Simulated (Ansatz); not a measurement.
# H6NSi2: the cost of one run

Method: UKS r2SCANh-D4/STO-3G, in Ansatz 0.2.0.

### 1 The structure to begin with

Bond lengths: Si1–N2 1.633 Å, N2–Si3 1.678 Å, Si1–H4 1.445 Å, Si1–H5 1.525 Å, N2–H6 1.031 Å, Si3–H7 1.538 Å, Si3–H8 1.431 Å, Si3–H9 1.524 Å. Angles: Si1–N2–Si3 107.5°, Si1–N2–H6 110.6°, Si3–N2–H6 110.6°, N2–Si1–H4 108.5°, N2–Si1–H5 106.7°, H4–Si1–H5 105.9°, N2–Si3–H7 106.1°, N2–Si3–H8 112.1°, N2–Si3–H9 109.3°, H7–Si3–H8 109.2°, H7–Si3–H9 106.1°, H8–Si3–H9 113.6°.

Structure file:

```xyz
9

Si   -1.1047    0.7024   -0.6721
N     0.4675    0.3166   -0.4577
Si    0.5449   -0.8146    0.7793
H    -1.6621   -0.1814   -1.6704
H    -1.1348    2.0986   -1.2849
H     1.0178    1.1550   -0.2169
H     2.0375   -1.1250    0.9807
H    -0.1460   -2.0224    0.4472
H     0.0684   -0.1756    2.0778
```

### 2 Relaxing the start

input.yaml

```yaml
crystal:
  periodic: [false, false, false]
  atoms:
    - { symbol: Si, position_ang: [-1.1047, 0.7024, -0.6721] }
    - { symbol: "N", position_ang: [0.4675, 0.3166, -0.4577] }
    - { symbol: Si, position_ang: [0.5449, -0.8146, 0.7793] }
    - { symbol: H, position_ang: [-1.6621, -0.1814, -1.6704] }
    - { symbol: H, position_ang: [-1.1348, 2.0986, -1.2849] }
    - { symbol: H, position_ang: [1.0178, 1.155, -0.2169] }
    - { symbol: H, position_ang: [2.0375, -1.125, 0.9807] }
    - { symbol: H, position_ang: [-0.146, -2.0224, 0.4472] }
    - { symbol: H, position_ang: [0.0684, -0.1756, 2.0778] }
magnetization:
  spin_polarized: true
  initial_magnetization: 1
basis:
  gaussian: { orbitals: STO-3G }
hamiltonian:
  xc: r2scanh
  dispersion: d4
relax:
  f_tol: 0.02
  max_steps: 40
```

The run is started by

```sh
> ansatz run input.yaml --threads 1 --pin off --max-ram 2048MiB --backend cpu --events-out ev --progress --plain --runs-dir out
```

**Question.** How long does this run take on 1 thread of Intel Xeon Platinum 8375C at 2.90GHz (Ice Lake), shared host, and how much memory does it need?

About 33 s, with a peak of 0.18 GiB.
